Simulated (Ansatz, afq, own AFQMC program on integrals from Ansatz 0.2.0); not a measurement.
# Si, triplet → Si⁺, quartet

A free Si atom.

E(quartet, charge +1) − E(triplet, charge +0) at this geometry, on UHF and UHF determinants.

Basis 6-31G. Only valence electrons are correlated. Integrals, coupled cluster, full CI and functionals: Ansatz 0.2.0; the random walks run on the same integrals in our own AFQMC program. The CISD trial takes its coefficients from CCSD amplitudes. Released means that phaseless walkers are propagated on without the constraint, phases kept. Free AFQMC starts from the CCSD state and is never constrained. Its projection time is finite, and what remains of the start isn't in its error. ± is one standard error of the sampling. The errors of all members are added in quadrature.

Full CI on the same integrals is exact in this basis and with this determinant's frozen core.

Errors are counted within 6-31G, not against nature.

Cautions: Si⁺ (quartet): another spin lies lower; this isn't the first ionization; core correlation is missing, and it shifts such a gap most where an s electron is promoted.

| level | vertical ionization energy (eV) |
| --- | --- |
| MP2 | 11.831 |
| HF | 11.458 |

(1) From these cheaper values, estimate the vertical ionization energy at the reference level in 6-31G.

(1) 12.066 eV (full CI in 6-31G).

```csv
level,vertical ionization energy (eV),error against FCI (eV)
CCSD,12.061,-0.005
CCSD(T),12.064,-0.001
ph-AFQMC/HF,12.055 ± 0.008,-0.011 ± 0.008
ph-AFQMC/CISD,12.066 ± 0.0001,0.000 ± 0.0001
released AFQMC,12.066 ± 0.0001,0.000 ± 0.0001
free AFQMC,12.066 ± 0.0001,0.000 ± 0.0001
```

Correlation beyond CCSD(T) changes it by less than 2 meV. The perturbative (T) step is worth +0.003 eV.

Free projections are given only where their last times agree within the noise and don't stop above the reference; a slow remainder of the start can still hide under it. A walk keeps the symmetry of its determinant, which the program's search chose and which needn't be the lowest solution, so a lower state of the same spin and another symmetry isn't excluded. Released energies are given only where the last usable release times agree within the noise; a slower fall can still hide under it.
